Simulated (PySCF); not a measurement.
**SiN and its ions**

PBE0; basis Si def2-TZVP, N def2-TZVP; no relativity; PySCF 2.14. Neutral (UKS): doublet (σ ↑), Re = 1.564 Å, ωe = 1197 cm⁻¹, De = 4.45 eV, HOMO -7.93 eV, LUMO -4.57 eV.

SiN⁺ (UKS): triplet (π ↑↑), Re = 1.785 Å, ωe = 800 cm⁻¹, De = 2.72 eV to Si⁺ + N. The energies at the minima are -343.95693 hartree for SiN and -343.59131 for SiN⁺.

Work out the adiabatic ionisation energy, without and with harmonic zero-point energies (1 hartree = 27.2114 eV, 1 eV = 8065.5 cm⁻¹), and the change of the bond length.

At PBE0: 0.36562 hartree = 9.949 eV between the minima; the zero-point term (800.0 − 1197.0)/2 cm⁻¹ = -0.025 eV makes it 9.924 eV. Re changes by +22.1 pm against the neutral. More than one orbital changes its filling between the two states.

For an ion De counts to the pair picked by the measured ionisation energies or electron affinities, which need not be the lowest pair at this level. States were picked by a PBE0 search and need not be the measured ground states.
